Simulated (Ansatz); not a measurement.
**Which is lower?**

The two ends of one reaction step of SiN₂H₈, singlet (PBE0-D4/def2-TZVP).

A:

```xyz
11
angstrom
Si -0.4812 -0.9545 -0.1490
H 0.3257 2.9477 0.6959
H -0.3364 -2.4136 -0.4275
H -1.9384 -0.6502 -0.0466
N 0.4692 -0.7136 1.2519
H 0.2825 2.3879 0.2000
N 0.0655 0.1296 -1.3592
H 0.6385 -1.4707 1.8921
H 0.5240 0.1848 1.7030
H -0.5672 0.4474 -2.0746
H 1.0179 0.1050 -1.6859
```

B:

```xyz
11
angstrom
Si 0.0604 -0.2692 0.6607
H 0.8415 0.9913 0.6270
H 0.5515 -1.3041 -0.2816
H -1.3763 0.0229 0.3818
N 0.3348 -0.9299 2.2417
H -0.5342 1.7499 -2.0103
N -0.1356 0.8191 -2.0252
H 0.0159 -1.8644 2.4445
H 0.2072 -0.3393 3.0485
H -0.7316 0.2424 -2.6061
H 0.7665 0.8812 -2.4809
```

Ansatz 0.2.0; basis: def2-TZVPP; cores frozen in the correlated methods. B3LYP uses VWN-RPA correlation.

Task: Which structure is lower at CCSD(T), and by how much? (An estimate is asked for; the value comes from the calculation.)

Result: The calculation gives: A, by 33.1 kJ/mol (electronic energy, against the other). By their contacts, A is a complex of SiN₂H₆ ([NH2][SiH2][NH2]) + H₂ and B is a complex of SiNH₅ ([NH2][SiH3]) + NH₃.

All methods give the same order:

```
      method  E(B) − E(A) (kJ/mol)
       SPW92                  30.3
      PBE-D4                  31.4
     BLYP-D4                  36.6
   r2SCAN-D4                  37.7
      B97M-V                  33.2
     PBE0-D4                  31.6
    B3LYP-D4                  36.0
  r2SCAN0-D4                  36.5
    BHLYP-D4                  35.5
CAM-B3LYP-D4                  36.2
     wB97X-V                  33.6
     wB97M-V                  34.2
      B2PLYP                  35.5
    PBE-QIDH                  34.2
  RPA on PBE                  29.8
          HF                  32.5
         MP2                  39.7
        CCSD                  32.0
     CCSD(T)                  33.1
```

The T1 diagnostic stays at or below 0.010.

Labels in which every atom is bracketed show which atoms are joined, not bond orders.

For scale, one of the runs: CCSD(T)/def2-TZVPP, 216 basis functions, launched by `ansatz run in.yaml --threads 4 --pin off --events-out ev --progress --plain --max-ram 9574MiB`. Hardware: 4 CPU threads of an Arm Neoverse V1, shared host. Wall time 44 s; peak host memory 3.1 GiB.
